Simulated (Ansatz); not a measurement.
Two isomers of C6H8: A = `C1=CCC=CC1`, B = `C=C(C)C#CC`.

Isolated molecules relaxed with PBE0-D4/def2-TZVP in Ansatz; ΔE leaves out vibrations. CCSD(T)/CBS is the MP2 limit (def2-TZVPP, def2-QZVPP) plus CCSD(T) − MP2 in def2-TZVPP, frozen cores. Functionals use def2-TZVPP. B3LYP here is the variant with VWN-RPA as its local correlation; programs differ in this.

**Question.** Which isomer does CCSD(T)/CBS put lower? Give the gap. (Estimate.)

**Answer.** Computed: A, by 113.3 kJ/mol.

**Question.** Give E(B) − E(A) in kJ/mol with PBE-D4, PBE0-D4, CCSD/def2-TZVPP, B3LYP-D4, r2SCAN-D4, CCSD(T)/def2-TZVPP, B2PLYP. (Estimate.)

**Answer.** Computed: PBE-D4 113.0, PBE0-D4 127.2, CCSD/def2-TZVPP 114.2, B3LYP-D4 104.1, r2SCAN-D4 112.1, CCSD(T)/def2-TZVPP 112.2, B2PLYP 97.7. None reverses the order clearly.

Largest T1 diagnostic: 0.011.

The D4 term adds +9.9 kJ/mol with B3LYP and +4.9 kJ/mol with PBE0; it sums over pairs of atoms, weighted by their polarisabilities, and B3LYP, whose exchange is more repulsive, gets the larger term. From PBE to PBE0 (25 % exact exchange), in def2-TZVPP and without D4, E(B) − E(A) moves by +15.3 kJ/mol.
